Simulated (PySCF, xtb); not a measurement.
C2H5, SMILES C[CH2] (connectivity only; charge and spin as stated), charge +1, multiplicity 1.

GFN2-xTB run with xtb 6.7.1 at its own geometry gives an orbital gap of 2.69 eV.

The structure is a stationary point at PBE0-D3(BJ)/def2-TZVP. A frequency run showed that this geometry is not a minimum. The spin state was assumed, not searched. The isomer is the one that the SMILES or the coordinates give; other isomers of the formula were not compared.

Q: What does PBE0/def2-TZVPD (PySCF) give? (Estimate from the structure and the level; the computed values follow.)

A: gap 7.17 eV (levels -17.77 and -10.60 eV).
